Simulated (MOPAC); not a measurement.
MOPAC input (PM6):

```
PM6 FORCE THERMO(298,298) PRECISE LET CHARGE=1 GEO-OK AUX(PRECISION=9) THREADS=1
CH5O

C    -0.01833240 1    0.77862370 1   -0.00623779 1
O    -0.04644626 1   -0.73158235 1    0.12757992 1
H    -1.08339099 1    1.07068284 1    0.05081280 1
H     0.93340606 1   -1.07197182 1    0.00490547 1
H     0.52850593 1    1.11539336 1    0.89400801 1
H     0.46203165 1    1.09208914 1   -0.94115226 1
H    -0.48879912 1   -1.11142141 1   -0.73906150 1
```

From the last part of the output:

```
     H    7   3.635972

          HEAT OF FORMATION =     136.888329 KCALS/MOLE

          ZERO POINT ENERGY      33.383 KCAL/MOL

           NORMAL COORDINATE ANALYSIS (Total motion = 1 Angstrom)

   Root No.       1         2         3         4         5         6         7         8

                 1 A"      1 A'      2 A"      2 A'      3 A'      3 A"      4 A'      4 A"

                 189.5     887.5     929.0     939.9    1093.4    1193.6    1196.6    1225.8

           1    0.0000    0.1563   -0.0000    0.0520   -0.0062   -0.0000    0.0042    0.0000
           2    0.0049   -0.0145   -0.0208    0.0090    0.0264   -0.0471    0.0250    0.0312
           3    0.0031    0.0231   -0.0130   -0.0144   -0.0422   -0.0295   -0.0400    0.0195
           4   -0.0000   -0.1312   -0.0000   -0.0118   -0.0251    0.0000   -0.0024   -0.0000
           5   -0.0180   -0.0015   -0.0017    0.0062   -0.0264    0.0068    0.0016   -0.0296
           6   -0.0112    0.0023   -0.0011   -0.0099    0.0423    0.0043   -0.0025   -0.0185
           7   -0.0211    0.1507    0.2512   -0.1387   -0.0542   -0.0607    0.0511   -0.1833
           8   -0.0034    0.0064    0.0529   -0.0386    0.0087   -0.0452    0.0242   -0.0158
           9    0.1574   -0.0351    0.0463    0.0223    0.0302    0.2013    0.3948    0.0126
          10   -0.0150    0.0311    0.1897   -0.1750    0.1249   -0.0438   -0.0096    0.2447
          11   -0.0026    0.0327    0.0692   -0.0645    0.0481   -0.0138   -0.0012    0.0552
          12    0.2496   -0.1081    0.0212    0.1121   -0.1652    0.0062    0.0160   -0.0195
          13    0.0211    0.1507   -0.2512   -0.1387   -0.0542    0.0607    0.0511    0.1833
          14    0.1401    0.0288    0.0647   -0.0032   -0.0310    0.1613   -0.3657    0.0044
          15   -0.0718   -0.0212    0.0273    0.0444    0.0054   -0.1286    0.1508   -0.0197
          16   -0.0000   -0.1429    0.0000    0.1961    0.3315    0.0000   -0.0950    0.0000
          17   -0.1315    0.0448    0.0387   -0.0263   -0.0480    0.3506    0.0331    0.0477
          18   -0.0823   -0.0715    0.0242    0.0420    0.0767    0.2194   -0.0530    0.0299
          19    0.0150    0.0311   -0.1897   -0.1750    0.1249    0.0438   -0.0096   -0.2447
          20    0.2234    0.0829    0.0493   -0.0726    0.1275   -0.0005   -0.0139    0.0066
          21   -0.1114   -0.0767    0.0530    0.1070   -0.1154   -0.0152    0.0081    0.0582

   Root No.       9        10        11        12        13        14        15

                 5 A'      6 A'      5 A"      7 A'      6 A"      8 A'      9 A'

                1291.4    1459.0    2446.9    2543.2    2616.9    2631.8    2707.6

           1   -0.0276   -0.0019    0.0000    0.0097   -0.0000    0.0030    0.0169
           2   -0.0044   -0.0074    0.0029    0.0015   -0.0462    0.0256    0.0003
           3    0.0070    0.0118    0.0018   -0.0023   -0.0289   -0.0409   -0.0005
           4   -0.0151    0.0311   -0.0000    0.0136   -0.0000   -0.0024    0.0017
           5    0.0084   -0.0082   -0.0346   -0.0115   -0.0035    0.0015    0.0008
           6   -0.0135    0.0131   -0.0217    0.0183   -0.0022   -0.0025   -0.0014
           7    0.2504    0.0453    0.0048   -0.0022   -0.1105    0.0612   -0.0716
           8    0.0671    0.0025   -0.0379    0.0032    0.4082   -0.2204    0.2841
           9   -0.0026    0.0071    0.0025   -0.0026   -0.0089   -0.0173    0.0006
          10   -0.0702   -0.2591   -0.1441   -0.1425   -0.0168    0.0160    0.0146
          11   -0.0127   -0.0849    0.4105    0.4072    0.0327   -0.0378   -0.0347
          12    0.0711   -0.3029   -0.0320    0.0294   -0.0009   -0.0004   -0.0018
          13    0.2504    0.0453   -0.0048   -0.0022    0.1105    0.0612   -0.0716
          14   -0.0270   -0.0075   -0.0143    0.0010    0.1704    0.1119   -0.1247
          15   -0.0615    0.0008   -0.0352   -0.0040    0.3711    0.1907   -0.2552
          16    0.2084   -0.0442   -0.0000   -0.0417    0.0000   -0.1516   -0.1140
          17   -0.0508   -0.0010    0.0057   -0.0424   -0.0184   -0.2004   -0.1583
          18    0.0811    0.0016    0.0035    0.0678   -0.0115    0.3202    0.2529
          19   -0.0702   -0.2591    0.1441   -0.1425    0.0168    0.0160    0.0146
          20   -0.0584    0.3096    0.1506   -0.2044    0.0135    0.0169    0.0168
          21    0.0425   -0.0560    0.3832   -0.3534    0.0298    0.0338    0.0304

           MASS-WEIGHTED COORDINATE ANALYSIS (NORMAL COORDINATES)

   Root No.       1         2         3         4         5         6         7         8

                 1 A"      1 A'      2 A"      2 A'      3 A'      3 A"      4 A'      4 A"

                 189.5     887.5     929.0     939.9    1093.4    1193.6    1196.6    1225.8

           1    0.0000    0.6560   -0.0000    0.3842   -0.0394   -0.0000    0.0241    0.0000
           2    0.0375   -0.0608   -0.1506    0.0664    0.1675   -0.2939    0.1442    0.2229
           3    0.0235    0.0971   -0.0943   -0.1062   -0.2677   -0.1840   -0.2304    0.1395
           4   -0.0000   -0.6357   -0.0000   -0.1010   -0.1840    0.0000   -0.0159   -0.0000
           5   -0.1572   -0.0070   -0.0140    0.0527   -0.1938    0.0493    0.0106   -0.2441
           6   -0.0984    0.0112   -0.0088   -0.0842    0.3096    0.0308   -0.0169   -0.1528
           7   -0.0464    0.1832    0.5262   -0.2971   -0.0997   -0.1098    0.0853   -0.3795
           8   -0.0074    0.0078    0.1107   -0.0826    0.0160   -0.0817    0.0404   -0.0328
           9    0.3459   -0.0427    0.0969    0.0477    0.0555    0.3641    0.6592    0.0261
          10   -0.0330    0.0378    0.3975   -0.3748    0.2296   -0.0792   -0.0160    0.5067
          11   -0.0056    0.0398    0.1450   -0.1381    0.0884   -0.0250   -0.0020    0.1143
          12    0.5485   -0.1314    0.0444    0.2400   -0.3037    0.0112    0.0268   -0.0404
          13    0.0464    0.1832   -0.5262   -0.2971   -0.0997    0.1098    0.0853    0.3795
          14    0.3079    0.0350    0.1356   -0.0068   -0.0569    0.2917   -0.6106    0.0091
          15   -0.1578   -0.0257    0.0572    0.0951    0.0099   -0.2326    0.2517   -0.0409
          16   -0.0000   -0.1737    0.0000    0.4200    0.6096    0.0000   -0.1586    0.0000
          17   -0.2889    0.0544    0.0812   -0.0563   -0.0883    0.6342    0.0553    0.0988
          18   -0.1808   -0.0870    0.0508    0.0900    0.1411    0.3969   -0.0884    0.0619
          19    0.0330    0.0378   -0.3975   -0.3748    0.2296    0.0792   -0.0160   -0.5067
          20    0.4908    0.1008    0.1033   -0.1555    0.2345   -0.0008   -0.0232    0.0136
          21   -0.2448   -0.0932    0.1110    0.2291   -0.2123   -0.0274    0.0135    0.1204

   Root No.       9        10        11        12        13        14        15

                 5 A'      6 A'      5 A"      7 A'      6 A"      8 A'      9 A'

                1291.4    1459.0    2446.9    2543.2    2616.9    2631.8    2707.6

           1   -0.2012   -0.0108    0.0000    0.0533   -0.0000    0.0188    0.1105
           2   -0.0317   -0.0426    0.0157    0.0080   -0.2530    0.1608    0.0018
           3    0.0506    0.0680    0.0098   -0.0128   -0.1583   -0.2569   -0.0029
           4   -0.1267    0.2068   -0.0000    0.0862   -0.0000   -0.0175    0.0125
           5    0.0708   -0.0546   -0.2152   -0.0727   -0.0224    0.0112    0.0064
           6   -0.1130    0.0873   -0.1347    0.1162   -0.0140   -0.0179   -0.0102
           7    0.5281    0.0755    0.0075   -0.0036   -0.1755    0.1113   -0.1354
           8    0.1415    0.0042   -0.0592    0.0051    0.6482   -0.4008    0.5368
           9   -0.0055    0.0118    0.0039   -0.0042   -0.0141   -0.0315    0.0011
          10   -0.1480   -0.4318   -0.2251   -0.2271   -0.0267    0.0291    0.0275
          11   -0.0268   -0.1415    0.6409    0.6490    0.0519   -0.0687   -0.0656
          12    0.1500   -0.5049   -0.0500    0.0469   -0.0015   -0.0008   -0.0034
          13    0.5281    0.0755   -0.0075   -0.0036    0.1755    0.1113   -0.1354
          14   -0.0569   -0.0124   -0.0223    0.0015    0.2706    0.2035   -0.2356
          15   -0.1297    0.0013   -0.0550   -0.0064    0.5891    0.3467   -0.4823
          16    0.4396   -0.0737   -0.0000   -0.0664    0.0000   -0.2757   -0.2154
          17   -0.1071   -0.0017    0.0089   -0.0676   -0.0293   -0.3645   -0.2992
          18    0.1711    0.0027    0.0055    0.1080   -0.0183    0.5823    0.4780
          19   -0.1480   -0.4318    0.2251   -0.2271    0.0267    0.0291    0.0275
          20   -0.1232    0.5160    0.2351   -0.3258    0.0214    0.0307    0.0318
          21    0.0896   -0.0934    0.5984   -0.5633    0.0473    0.0614    0.0575

          DESCRIPTION OF VIBRATIONS

 VIBRATION          1    1A"         ATOM PAIR     ENERGY CONTRIBUTION    RADIAL
 FREQUENCY           189.53         O 2 -- H 7         +29.3% (254.0%)      2.6%
 TRANSITION DIPOLE   0.5776         O 2 -- H 4         +29.3% (254.0%)      2.6%
 TRAVEL (Ang.)       0.0000         C 1 -- H 6         +13.5% (172.8%)      0.0%
 REDUCED MASS        0.2462         C 1 -- H 5         +12.6% (166.6%)      1.0%
 EFFECTIVE MASS      6.3852         C 1 -- H 3         +12.6% (166.6%)      1.0%
 FORCE CONSTANT      0.0052

 VIBRATION          2    1A'         ATOM PAIR     ENERGY CONTRIBUTION    RADIAL
 FREQUENCY           887.45         C 1 -- O 2         +35.0% ( 95.8%)     99.4%
 TRANSITION DIPOLE   1.3888         C 1 -- H 6         +18.0% ( 68.6%)      1.5%
 TRAVEL (Ang.)       0.1235         C 1 -- H 3         +13.0% ( 58.4%)     13.1%
 REDUCED MASS        4.9828         C 1 -- H 5         +13.0% ( 58.4%)     13.1%
 EFFECTIVE MASS     12.3582         O 2 -- H 7         +10.5% ( 52.4%)      4.4%
 FORCE CONSTANT      2.3122         O 2 -- H 4         +10.5% ( 52.4%)      4.4%

 VIBRATION          3    2A"         ATOM PAIR     ENERGY CONTRIBUTION    RADIAL
 FREQUENCY           929.00         C 1 -- H 3         +29.4% ( 67.5%)      4.2%
 TRANSITION DIPOLE   0.3475         C 1 -- H 5         +29.4% ( 67.5%)      4.2%
 TRAVEL (Ang.)       0.5307         O 2 -- H 7         +17.9% ( 52.7%)      0.5%
 REDUCED MASS        0.2577         O 2 -- H 4         +17.9% ( 52.7%)      0.5%
 EFFECTIVE MASS      1.3635
 FORCE CONSTANT      0.1310

 VIBRATION          4    2A'         ATOM PAIR     ENERGY CONTRIBUTION    RADIAL
 FREQUENCY           939.90         C 1 -- H 5         +19.9% ( 56.1%)      0.1%
```

The dipole moment of an ion depends on the origin.
